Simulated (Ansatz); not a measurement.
Stepwise reaction of `CBC` with ammonia, as a gas-phase model of exchange steps in deposition or etching. ΔE in kJ/mol; ΔG adds harmonic PBE0-D4 terms to CCSD(T)/CBS, at 1 bar.

Gas-phase electronic energies from Ansatz, PBE0-D4/def2-TZVP geometries. CCSD(T)/CBS is the MP2 limit (def2-TZVPP, def2-QZVPP) plus CCSD(T) − MP2 in def2-TZVPP, frozen cores. This one scheme is used for every species. Functionals use def2-TZVPP. B3LYP here is the variant with VWN-RPA as its local correlation; programs differ in this. One conformer a species, not always the lowest.

```csv
step,reaction,PBE-D4,B3LYP-D4,ωB97M-V,CCSD(T)/CBS,ΔG(400 K)
2,`CBN` + NH₃ → `NBN` + CH₄,-91.8,-97.3,-94.1,-91.4,-84.1
```

(1) Give the row of step 1, `CBC` + NH₃ → `CBN` + CH₄. (Best estimate.)

(2) By hand: ΔE of the 2 steps together at CCSD(T)/CBS.

Results:

(1) The calculation gave: 
```
step                   reaction  PBE-D4  B3LYP-D4  ωB97M-V  CCSD(T)/CBS  ΔG(400 K)
   1  `CBC` + NH₃ → `CBN` + CH₄  -140.9    -144.1   -140.9       -138.8     -126.3
```

(2) (-138.8) + (-91.4) = -230.2 kJ/mol, or -115.1 kJ/mol a step.

In ΔE each step is higher than the one before. All are downhill at CCSD(T)/CBS. ΔG lies between -126.3 and -84.1 kJ/mol a step. PBE-D4 differs from CCSD(T)/CBS by -2.1 to -0.4 kJ/mol a step. Isolated molecules leave out the surface, adducts and barriers. Largest T1 diagnostic: 0.011.
